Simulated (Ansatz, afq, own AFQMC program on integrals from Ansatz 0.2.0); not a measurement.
# AFQMC, coupled cluster and functionals along a coordinate of NH₃ + BH2, doublet

```
atom    x (Å)    y (Å)    z (Å)
   N  -1.1105  -0.0191  -0.0297
   H  -1.4077   0.9487  -0.0297
   H  -1.4077  -0.4214   0.8505
   H  -0.0980  -0.0191  -0.0297
   B   1.3615  -0.0191  -0.0297
   H   1.8706  -0.0191   1.0473
   H   1.8706  -0.0191  -1.1067
```

A hydrogen atom is moved from one rigid fragment to the other; the N1–H4 distance tells how far. The two fragments are held close together, so this isn't a minimum-energy path and the start is a compressed complex. Energies in kcal/mol count from this geometry (1.012 Å) at the same level; the start stands on UHF, each point on the determinant named.

Basis cc-pVDZ. Noble-gas cores (and the filled d shells of Ga–Kr and In–Xe) are frozen. Ansatz 0.2.0 and our own AFQMC program on the same integrals; the CISD trial comes from CCSD amplitudes, and released means the phaseless constraint is let go. ± is one standard error of the sampling.

```csv
r(N1–H4) / Å,det.,T1,weight,⟨S²⟩,PBE,CCSD,CCSD(T)
1.095,UHF,0.015,0.89,0.77,-1.2,0.2,0.1
1.137,UHF,0.015,0.88,0.77,-0.6,1.2,1.0
1.178,UHF,0.015,0.88,0.77,0.5,2.4,2.2
1.219,UHF,0.015,0.88,0.77,2.0,3.6,3.4
1.302,UHF,0.016,0.88,0.77,6.1,6.4,6.5
```

Task: Estimate the curve of CCSDT(Q), counted from the same start.

Result: 
```tsv
r(N1–H4) / Å	det.	T1	weight	⟨S²⟩	CCSDT(Q)	ph-AFQMC/CISD	released AFQMC
1.095	UHF	0.015	0.89	0.77	0.0	0.1 ± 0.1	0.0 ± 0.2
1.137	UHF	0.015	0.88	0.77	0.9	0.9 ± 0.1	0.8 ± 0.2
1.178	UHF	0.015	0.88	0.77	2.1	2.2 ± 0.1	2.0 ± 0.2
1.219	UHF	0.015	0.88	0.77	3.3	3.4 ± 0.1	–
1.302	UHF	0.016	0.88	0.77	6.4	6.4 ± 0.1	–
```

Weight is that of the determinant in the CISD state; at the start T1 is 0.014 and the weight 0.89, and ⟨S²⟩ is 0.76. Symmetry can't show for every point that it stays on the start's state. A dash marks a missing value, a released energy that hasn't settled or a functional that sits on another state. Largest departures from CCSDT(Q), at the points where its series has closed: CCSD(T) 0.1 kcal/mol at 1.219 (on UHF), ph-AFQMC/CISD 0.1 kcal/mol at 1.095 (on UHF) (within the noise), released AFQMC -0.1 kcal/mol at 1.137 (on UHF) (within the noise), CCSD 0.3 kcal/mol at 1.178 (on UHF). The functionals aren't scored here. In this small basis the wave-function levels are far from their limit, so their gap to the functionals isn't the functionals' error.

Released energies are given only where the last usable release times agree within the noise; a slower fall can still hide under it.
